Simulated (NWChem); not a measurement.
# Correlation energy of Li (-1)

```
Li
```
Charge -1, spin multiplicity 1.

The numbers come from NWChem runs, not from measurements.

Basis set: def2-SVPD. Each correlation energy counts from its own Hartree-Fock reference.

The correlated methods freeze no orbitals. Coupled-cluster values serve here as a point of comparison, not as the truth.

```csv
method,correlation energy (mHa)
MP2,?
SCS-MP2,?
CCSD,-31.8
CCSD+T(CCSD),-31.8
CCSD(T),-31.8
CR-CCSD[T],-31.8
CR-CCSD(T),-31.8
CCSDT,-31.8
```

Question: Some entries are withheld; supply them.

Answer: 
- MP2, correlation energy (mHa): -17.5
- SCS-MP2, correlation energy (mHa): -20.8
